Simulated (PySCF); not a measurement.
methyleneamidogen: removing and adding an electron

Molecule: methyleneamidogen, `C=[N]` (CH2N•, doublet). Non-hydrogen atoms are numbered in `[CH2:1]=[N:2]`.

Energies: ωB97X-D3(BJ)/ma-def2-TZVP (PySCF, density fitting, integration grid level 2) on PBE0-D3(BJ)/ma-def2-SVP structures. The prefix ma- adds one diffuse s and one diffuse p function on all atoms but H. Zero-point and thermal terms (298.15 K, 1 bar) come from unscaled PBE0-D3(BJ)/ma-def2-SVP harmonic frequencies, with soft modes damped to free rotors in the entropy.

Frontier levels of the parent: HOMO -10.25 eV, LUMO -0.28 eV.

Oxidation to the singlet cation, in which a bond forms, breaks or stretches far on relaxation (`C#[NH+]`):
```
Vertical ionisation energy (electronic)              : 10.70 eV
Adiabatic ionisation energy (with zero-point energy) : 7.61 eV
Adiabatic, electronic part                           : 7.53 eV
Vertical gap at the product's structure              : 5.30 eV
Largest changes of atomic charge                     : C1 0.45, H (on C1) 0.26, H (on C1) 0.16, N2 0.13
Distances that move most (Å)                         : C1–H 1.109 → 2.160; N2–H 2.052 → 1.023; C1–N2 1.242 → 1.138; C1–H 1.109 → 1.096
Potential in THF                                     : 5.00 V absolute, 0.26 V against Fc+/Fc computed at 4.74 V (solvation -15 → -273 kJ/mol)
```

Vertical ionisation energy to the triplet cation: 12.78 eV. This state was not relaxed.

Reduction to the singlet anion:
| Item | Value |
| --- | --- |
| Vertical electron affinity (electronic) | 0.35 eV |
| Adiabatic electron affinity (with zero-point energy) | 0.48 eV |
| Adiabatic, electronic part | 0.42 eV |
| Vertical gap at the product's structure | 0.57 eV |
| Inner reorganisation energy (four-point) | 215 meV |
| Relaxation of product / of parent | 69 / 146 meV |
| Largest changes of atomic charge | N2 -0.55, H (on C1) -0.20, H (on C1) -0.20 |
| Distances that move most (Å) | C1–H 1.109 → 1.156; C1–H 1.109 → 1.156 |
| Potential in THF | 2.99 V absolute, -1.75 V against Fc+/Fc computed at 4.74 V (solvation -15 → -260 kJ/mol) |

Vertical electron affinity to the triplet anion: -1.31 eV. The extra electron is not bound at this structure, the number hangs on the basis, and the ion was not relaxed.

Solvents are IEF-PCM continua (electrostatics only, gas-phase structures); absolute potentials refer to an electron at rest in vacuum. Fc+/Fc in THF, 4.74 V, is ωB97X-D3(BJ)/ma-def2-TZVP on PBE0-D3(BJ)/def2-SVP structures with GFN2-xTB thermal terms. Benchmark calculations put it near 5.0 V in acetonitrile and DMSO, so it is about 0.3 V low, and the value against it can read up to that much too high.

Measured values (NIST Chemistry WebBook, evaluated or the median of agreeing entries): adiabatic electron affinity 0.51 eV (computed 0.48, difference -0.03).

Hardware: 1 thread of Arm Neoverse V1, shared with other jobs. Command: `OMP_NUM_THREADS=1 python redox_run.py task.json out`. Structures, frequencies and single points: 47 s.
